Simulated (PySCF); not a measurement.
# methylketene: calculation against experiment

**The experiment to reproduce.**

From NIST CCCBDB Release 22 (SRD 101), experimental dipoles, for the gas: dipole moment 1.79 D.

How close the calculation comes is told at the end.

Species: methylketene, C3H4O.
SMILES with atom numbers: `[CH3:1][CH:2]=[C:3]=[O:4]` (hydrogens: H5, H6, H7 on C1; H8 on C2)

Geometry (PBE0-D3(BJ)/def2-TZVP, Å), atoms numbered from 1 in this order:
```
atom  x, y, z in Å
C1    -0.9062   -0.3262   -0.0984
C2     0.3005    0.5020    0.2397
C3     1.5230    0.1506   -0.0629
O4     2.6072   -0.1630   -0.3326
H5    -0.6243   -1.2414   -0.6201
H6    -1.5935    0.2264   -0.7441
H7    -1.4506   -0.6139    0.8046
H8     0.1990    1.4465    0.7612
```

Runs made with PySCF (gas phase, on this PBE0-D3(BJ)/def2-TZVP geometry; no spin–orbit coupling):

```csv
level,job,basis functions,wall time
"PBE0-D3(BJ)/def2-TZVP, grid level 2",geometry optimisation from a GFN2-xTB start shaken at random,148,55 s
PBE0/pcSseg-2,"shieldings, charges and field gradients, density and orbital grids written",200,23 s
CAM-B3LYP/aug-cc-pVTZ,"10 singlets by full TDDFT, 4 Tamm–Dancoff triplets, polarisability",276,43 s
PBE0/aug-cc-pVTZ,"10 singlets by full TDDFT, 4 Tamm–Dancoff triplets, polarisability, dynamic polarisability, density and orbital grids written",276,44 s
wB97X-D/aug-cc-pVTZ,"10 singlets by full TDDFT, 4 Tamm–Dancoff triplets, polarisability, ΔSCF ions",276,79 s
```

Hardware: one thread, Arm Neoverse N1 (aarch64) (shared host).

**Comparison with experiment**

**Dipole moment.** Measured: 1.79 D (NIST CCCBDB Release 22 (SRD 101), experimental dipoles).

```tsv
level	computed (D)	computed − measured (D)	% (from the printed values)
PBE0-D3(BJ)/def2-TZVP	1.85	+0.06	+3
PBE0/pcSseg-2	1.89	+0.10	+6
CAM-B3LYP/aug-cc-pVTZ	1.94	+0.15	+8
PBE0/aug-cc-pVTZ	1.90	+0.11	+6
wB97X-D/aug-cc-pVTZ	1.89	+0.10	+6
```

Closest is PBE0-D3(BJ)/def2-TZVP (+0.06 D), furthest CAM-B3LYP/aug-cc-pVTZ (+0.15 D); one molecule doesn't rank methods. All 5 levels lie above the measurement. The computed dipoles belong to one fixed geometry; measured ones are averaged over vibrations unless marked μe. Magnitudes are compared, not signs.

The geometry is computed, not the measured one. Where a level misses, the cause wasn't examined.
